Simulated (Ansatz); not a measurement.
C3H5NO can be A, `OC1=NCC1`, or B, `CC1=C(O)N1`.

Isolated molecules relaxed with PBE0-D4/def2-TZVP in Ansatz; ΔE leaves out vibrations. CCSD(T)/CBS adds triple-zeta CCSD(T) − MP2 to the extrapolated MP2 energy (def2 sets, frozen cores). DFT in def2-TZVPP. B3LYP here is the variant with VWN-RPA as its local correlation; programs differ in this. Each species was taken in one conformer, which may not be the lowest.

Which is lower in electronic energy at CCSD(T)/CBS, and by how much? (Best estimate.)

Ansatz gave: A, by 53.7 kcal/mol.

Give E(B) − E(A) in kcal/mol with CCSD(T)/def2-SVP, PBE-D4, PBE0-D4, CCSD/def2-TZVPP, B3LYP, B3LYP-D4, MP2/def2-TZVPP. (Estimate.)

The calculation gave: CCSD(T)/def2-SVP 56.2, PBE-D4 50.3, PBE0-D4 53.4, CCSD/def2-TZVPP 55.7, B3LYP 51.3, B3LYP-D4 51.7, MP2/def2-TZVPP 54.3. None reverses the order clearly.

Does the order hold for the free energy at 298.15 K (harmonic terms from PBE0-D4)? (Best estimate.)

The calculation gave: Yes: G(B) − G(A) = +50.5 kcal/mol, for one conformer each.

Largest T1 diagnostic: 0.012.

From PBE to PBE0 (25 % exact exchange), in def2-TZVPP and without D4, E(B) − E(A) moves by +3.2 kcal/mol. In def2-TZVPP, CCSD(T) changes the Hartree–Fock value by −3.9 kcal/mol (the triples alone add −0.8 kcal/mol) and MP2 by −4.6 kcal/mol.
